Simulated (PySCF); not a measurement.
# What the low excited states add to the polarisability

C5H8N (charge +1).
SMILES: `c1c[c+]1N(C)C`

The calculation used PySCF, TDDFT PBE0/def2-SVPD, vertical, gas phase, core orbitals frozen in the response. One conformer (not necessarily the lowest) at the GFN2-xTB geometry, without solvent, vibrations or thermal averaging. Torsions of this conformer, `[CH3:1][N:2]([CH3:3])[c+:4]1[cH:5][cH:6]1`: C1–N2–C4–C5 0°.

Computed singlets:

| state | E (eV) | f |
| --- | --- | --- |
| S1 | 5.85 | 0.019 |
| S2 | 7.00 | 0.0000 |
| S3 | 7.59 | 0.539 |
| S4 | 8.08 | 0.0000 |
| S5 | 8.24 | 0.030 |
| S6 | 8.32 | 0.0000 |
| S7 | 8.54 | 0.0005 |
| S8 | 8.92 | 0.0035 |

Question: How much of the mean static polarisability do these states give, one by one?

Answer: Each state adds f / ΔE² (ΔE in hartree, 27.2114 eV).

```json
{"state": "S1", "f/ΔE² (au)": "0.42", "running sum (au)": "0.42", "running share of α (%)": "0.7"}
{"state": "S2", "f/ΔE² (au)": "0.00", "running sum (au)": "0.42", "running share of α (%)": "0.7"}
{"state": "S3", "f/ΔE² (au)": "6.93", "running sum (au)": "7.35", "running share of α (%)": "12.6"}
{"state": "S4", "f/ΔE² (au)": "0.00", "running sum (au)": "7.35", "running share of α (%)": "12.6"}
{"state": "S5", "f/ΔE² (au)": "0.32", "running sum (au)": "7.67", "running share of α (%)": "13.1"}
{"state": "S6", "f/ΔE² (au)": "0.00", "running sum (au)": "7.67", "running share of α (%)": "13.1"}
{"state": "S7", "f/ΔE² (au)": "0.00", "running sum (au)": "7.68", "running share of α (%)": "13.1"}
{"state": "S8", "f/ΔE² (au)": "0.03", "running sum (au)": "7.71", "running share of α (%)": "13.2"}
```

The full response gives 58.53 au (8.67 Å³), so 50.8 au comes from the higher roots of the same equations.

Question: By how much does the contribution of these states grow at 589.3 nm?

Answer: With ω = 0.0773 hartree each state's term in the mean polarisability goes from f / ΔE² to f / (ΔE² − ω²); the sum over all 8 states goes from 7.71 to 8.37 au, a rise of 0.66 au.

The largest single term belongs to S3, which also has the largest f.

Time: 59 s wall, 52 s CPU; peak memory 0.68 GiB. Hardware: Intel Xeon at 2.50 GHz, one thread, no GPU, on a shared host.
